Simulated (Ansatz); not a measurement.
The input, for Ansatz 0.2.0:

```yaml
crystal:
  periodic: [false, false, false]
  atoms:
    - {symbol: Ga, position_ang: [0.000000, -0.024396, 0.003789]}
    - {symbol: H, position_ang: [0.000000, 0.920905, -1.648973]}
    - {symbol: H, position_ang: [0.000000, 0.766678, 1.386901]}
basis:
  gaussian: {orbitals: aug-cc-pVDZ}
magnetization: {spin_polarized: true, initial_magnetization: 1}
hamiltonian: {xc: {name: PBE}}
correlation: {method: rpa, electrons: outside_noble_gas}
```

```sh
$ ansatz run in.yaml --threads 1 --pin off --events-out ev --progress --plain --max-ram 2393MiB
```

Problem. Roughly how long does this take on 1 thread of AMD EPYC 9R45, shared host, and how much host memory?

Solution. 1.3 s wall and 0.13 GiB.

```
576 factors; integrals over basis functions are off by at most 4.8e-4 eV
mean field evaluation 1: about -52398.2587 eV, gradient 1.2e1 eV
mean field evaluation 2: about -52398.2582 eV, gradient 1.2e1 eV
mean field evaluation 4: about -52399.3444 eV, gradient 2.3e0 eV
mean field evaluation 8: about -52399.4090 eV, gradient 3.2e-2 eV
mean field evaluation 16: about -52399.4090 eV, gradient 5.2e-6 eV
mean field -52399.40903960 eV, -1925.6427646102 hartree, gradient 5.3e-6 eV, S^2 0.752708; 1 other end points of the search recorded, 0 dependent functions left out
14 core orbitals not correlated: weight in the atoms' cores, before any rotation towards them, 0.996 or more for the frozen orbitals, at most 0.002 for the correlated occupied ones
reference -52362.48123125 eV, -1924.2856926839 hartree; 3, 2 occupied and 37, 38 virtual orbitals, 576 factors
Total energy: -52366.71672414 eV, -1924.4413441766 hartree
```
